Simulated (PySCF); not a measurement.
This PySCF input asks for the NMR shieldings of `CC1=C(C)CC1`, C₆H₁₀; the geometry comes from GFN2-xTB.

```python
import basis_set_exchange as bse
import numpy as np
from pyscf import gto, dft
from pyscf.prop import nmr

atoms = """
C     1.710158   -1.026707    0.475262
C     0.643374   -0.038205    0.180746
C    -0.642125   -0.086149   -0.178854
C    -1.637564   -1.153498   -0.446509
C    -0.793895    1.415646   -0.233698
C     0.694930    1.471308    0.192802
H     1.336375   -2.042124    0.365728
H     2.552393   -0.885865   -0.203264
H     2.079619   -0.894300    1.492788
H    -2.517992   -1.014715    0.181683
H    -1.212574   -2.134490   -0.246405
H    -1.964053   -1.116615   -1.486567
H    -1.000266    1.826017   -1.221488
H    -1.493020    1.843062    0.483993
H     0.871393    1.921716    1.169010
H     1.365649    1.923863   -0.536638
"""
names = dict.fromkeys(["C", "H"], "pcSseg-1")
basis = {el: gto.basis.parse(bse.get_basis(n, elements=[el], fmt="nwchem")) for el, n in names.items()}
mol = gto.M(atom=atoms, basis=basis, charge=0, verbose=0)
mf = dft.RKS(mol, xc="PBE0")
mf.grids.level = 2
mf.grids.alignment = dft.numint.BLKSIZE   # the property module wants whole blocks of grid points
mf.conv_tol = 1e-9
mf.kernel()

calc = nmr.RKS(mf)   # GIAO
C = mf.mo_coeff
Co = C[:, mf.mo_occ > 0]
resp = mf.gen_response(singlet=True, hermi=2)
def vind(x):   # induced exchange potential for any number of trial vectors
    d = np.einsum("pi,xij,qj->xpq", C, 2 * x.reshape(-1, C.shape[1], Co.shape[1]), Co, optimize=True)
    return np.einsum("xpq,pi,qj->xij", resp(d - d.transpose(0, 2, 1)), C, Co, optimize=True).ravel()
mo1, _ = nmr.rhf.solve_mo1(calc, with_cphf=vind)
sigma = calc.kernel(mo1)
for i, s in enumerate(sigma):   # ppm
    print("%2d %-2s %9.2f" % (i, mol.atom_pure_symbol(i), np.trace(s) / 3))
```

Q: What does it print?

A: 
```
 0 C     170.85
 1 C      41.67
 2 C      41.73
 3 C     170.88
 4 C     155.35
 5 C     155.34
 6 H      29.64
 7 H      30.07
 8 H      30.07
 9 H      30.08
10 H      29.64
11 H      30.05
12 H      29.43
13 H      29.46
14 H      29.43
15 H      29.45
```

These numbers come from an equivalent density-fitted implementation of the same equations, which agrees with the script to about 0.01 ppm for H and up to a few tenths of a ppm for heavy atoms, so last digits may differ.

Q: Turn these shieldings into chemical shifts. δ = σ(ref) − σ, references computed at the same level: TMS for 13C (σref 186.93) and 1H (σref 31.72).

A: Averaging equivalent atoms: C 1/2: 145.2; C 4/5: 31.6; C 0/3: 16.1; H 12/13/14/15: 2.27; H 6/7/8/9/10/11: 1.79 ppm. 

Size and cost of the density-fitted run: 152 basis functions, 12 s wall time on 1 thread of an Arm Neoverse V2, shared host; peak memory 0.72 GiB.
